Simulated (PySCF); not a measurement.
Species: BN.
InChI=1S/BN/c1-2

Method used: PySCF, PBE0-D3(BJ)/def2-SVP geometry optimisation, gas phase.

Take the most abundant isotopes and a rigid rotor. 

Task: What are the moment of inertia and the rotational constant?

Result: I = 9.887 u·Å², B = 505379 MHz·u·Å²/I = 51113 MHz (1.7050 cm⁻¹, or 2.453 K as hB/k). For two atoms I = μr² with μ = 6.1635 u and r = 1.2666 Å.

Task: List the first levels of a rigid rotor in a Σ state.

Result: E(J) = BJ(J+1): J = 1: 3.410, J = 2: 10.230, J = 3: 20.460, J = 4: 34.099, J = 5: 51.149, J = 6: 71.608 cm⁻¹.

Task: Where do the first rotational lines fall?

Result: The dipole is 3.05 D; J+1 ← J lies at 2B(J+1): 1 ← 0 at 102.23 GHz, 2 ← 1 at 204.45 GHz, 3 ← 2 at 306.68 GHz, 4 ← 3 at 408.91 GHz, 5 ← 4 at 511.13 GHz, 6 ← 5 at 613.36 GHz.

Task: Estimate the classical rotational partition function at 25 K and 50 K.

Result: Point group C∞v, symmetry number σ = 1; q = kT/(σhB), k/h = 20836.6 MHz/K: 10.2 at 25 K, 20.4 at 50 K.

Whether it is a minimum is left open (no frequencies). Constants of a rigid frame at the computed geometry: no zero-point averaging, no centrifugal distortion.
